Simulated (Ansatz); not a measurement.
Mulliken charges of `C[NH][AlH2]` from PBE/def2-TZVPP in Ansatz (PBE0-D4/def2-TZVP geometry).

```
atom   x (Å)   y (Å)   z (Å)  charge (e)
  C1  -0.385   0.935  -0.772      -0.184
  N2   0.340  -0.253  -0.374      -0.281
 Al3   0.335  -1.074   1.191       0.322
  H4  -1.075   0.744  -1.602       0.093
  H5   0.284   1.749  -1.076       0.093
  H6  -0.981   1.303   0.067       0.089
  H7   0.906  -0.619  -1.126       0.129
  H8   1.234  -2.370   1.340      -0.127
  H9  -0.571  -0.460   2.336      -0.133
```

By hand: the dipole of these point charges (1 e Å = 4.8032 D).

Σ q r = (-0.042, 0.183, -0.239) e Å, of length 0.304 e Å = 1.46 D.

How does the dipole of the full density compare? (An estimate is asked.)

The calculation gave: (0.011, 0.123, -0.258) e Å, 1.37 D; the point charges give 1.07 times that, at 16° from its direction.

Point charges leave out the atoms' own dipoles, such as those of lone pairs, and Mulliken's split depends on the basis, so the close match here is no proof of good charges.
